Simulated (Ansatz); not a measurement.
# AlNH2F (SMILES [NH2][Al][F]): UHF/STO-3G

What is the vertical ionisation energy of AlNH2F at UHF/STO-3G? 

Program for the calculation: Ansatz 0.2.0.

43 further runs of the same task are left out: 43 set aside as unsound or not needed.

### Step 1. The system as given

AlNH2F has 5 atoms, charge 0, and is taken as a doublet. SMILES: `[NH2][Al][F]`. Geometry: relaxed at PBE0-D4/def2-TZVP. This is one conformer, not always the lowest.

Bond lengths: N1–Al2 1.765 Å, Al2–F3 1.658 Å, N1–H4 1.007 Å, N1–H5 1.009 Å. Angles: N1–Al2–F3 117.4°, Al2–N1–H4 124.8°, Al2–N1–H5 124.2°, H4–N1–H5 111.0°.

### Step 2. A single-point energy at UHF/STO-3G

run.yaml

```yaml
basis:
  gaussian: {orbitals: STO-3G}
crystal:
  periodic: [false, false, false]
  atoms:
    - {symbol: N, position_ang: [-0.384700, 0.499000, -0.263800]}
    - {symbol: Al, position_ang: [0.632000, -0.282800, 0.949500]}
    - {symbol: F, position_ang: [1.228700, -1.786800, 0.590000]}
    - {symbol: H, position_ang: [-0.804300, 1.408300, -0.162700]}
    - {symbol: H, position_ang: [-0.621700, 0.088600, -1.154400]}
magnetization: {spin_polarized: true, initial_magnetization: 1}
output: {orbitals: {seedname: orbitals}}
total_charge: 0
accuracy: high
hamiltonian: {xc: hf}
```

The run is started by

```
$ ansatz run run.yaml --threads 1 --pin off --max-ram 2610MiB --events-out events.jsonl --progress --plain --runs-dir runs
```

Log:

```text
Warning: RAYON_NUM_THREADS=1 ignored (pool sized by the plan → 1); use --threads N
Functional definition: HF
  name "HF"
  exchange = exact_x
  correlation = 0
378 factors; integrals over basis functions are off by at most 3.4e-8 eV
mean field evaluation 1: about -10662.8596 eV, gradient 1.7e1 eV
mean field evaluation 2: about -10662.9183 eV, gradient 1.7e1 eV
mean field evaluation 4: about -10665.6801 eV, gradient 1.6e0 eV
mean field evaluation 8: about -10665.7351 eV, gradient 2.1e-2 eV
mean field -10665.73507588 eV, -391.9585345439 hartree, gradient 5.6e-8 eV, S^2 0.754722; 0 other end points of the search recorded, 0 dependent functions left out
reference -10665.73507588 eV, -391.9585345439 hartree; 16, 15 occupied and 5, 6 virtual orbitals, 378 factors
Total energy: -10665.73507588 eV, -391.9585345439 hartree
```

Wall time 0.16 s (1 thread of Arm Neoverse V1, shared host).

### Step 3. The singlet cation at the same level

run.yaml

```yaml
basis:
  gaussian:
    orbitals: STO-3G
crystal:
  periodic: [false, false, false]
  atoms:
    - {symbol: "N", position_ang: [-0.384700, 0.499000, -0.263800]}
    - {symbol: Al, position_ang: [0.632000, -0.282800, 0.949500]}
    - {symbol: F, position_ang: [1.228700, -1.786800, 0.590000]}
    - {symbol: H, position_ang: [-0.804300, 1.408300, -0.162700]}
    - {symbol: H, position_ang: [-0.621700, 0.088600, -1.154400]}
total_charge: 1
hamiltonian:
  xc: hf
accuracy: high
output: {orbitals: {seedname: orbitals}}
```

The run is started by

```
$ ansatz run run.yaml --threads 1 --pin off --max-ram 2610MiB --events-out events.jsonl --progress --plain --runs-dir runs
```

Log:

```text
Warning: RAYON_NUM_THREADS=1 ignored (pool sized by the plan → 1); use --threads N
[... 4 set-up lines as earlier in the session ...]
378 factors; integrals over basis functions are off by at most 3.4e-8 eV
mean field evaluation 1: about -10656.0500 eV, gradient 3.4e1 eV
mean field evaluation 2: about -10656.0742 eV, gradient 3.4e1 eV
mean field evaluation 4: about -10661.2838 eV, gradient 1.9e0 eV
mean field evaluation 8: about -10661.3117 eV, gradient 7.0e-2 eV
mean field -10661.31176100 eV, -391.7959807201 hartree, gradient 2.3e-8 eV, S^2 0.000000; 0 other end points of the search recorded, 0 dependent functions left out
reference -10661.31176100 eV, -391.7959807201 hartree; 15, 15 occupied and 6, 6 virtual orbitals, 378 factors
Total energy: -10661.31176100 eV, -391.7959807201 hartree
```

It took 0.14 s on 1 thread of Arm Neoverse V1, shared host.

### Step 4. Results

At UHF/STO-3G:

```
                                          quantity          value
                      doublet AlNH2F: total energy  -391.95853 Eh
doublet AlNH2F: HOMO energy (highest over α and β)       -4.91 eV
 doublet AlNH2F: LUMO energy (lowest over α and β)        7.60 eV
                              doublet AlNH2F: ⟨S²⟩          0.755
                      singlet cation: total energy  -391.79598 Eh
                       singlet cation: HOMO energy      -14.73 eV
                       singlet cation: LUMO energy       -3.87 eV
                     singlet cation: HOMO–LUMO gap       10.86 eV
vertical ionisation energy (to the singlet cation)       4.423 eV
```

**Reading.** Removing an electron at fixed nuclei costs 4.42 eV (427 kJ/mol). Only the singlet of the ionised species was computed; a triplet could lie lower. In a minimal basis such a difference can be off by several eV, whatever the method.
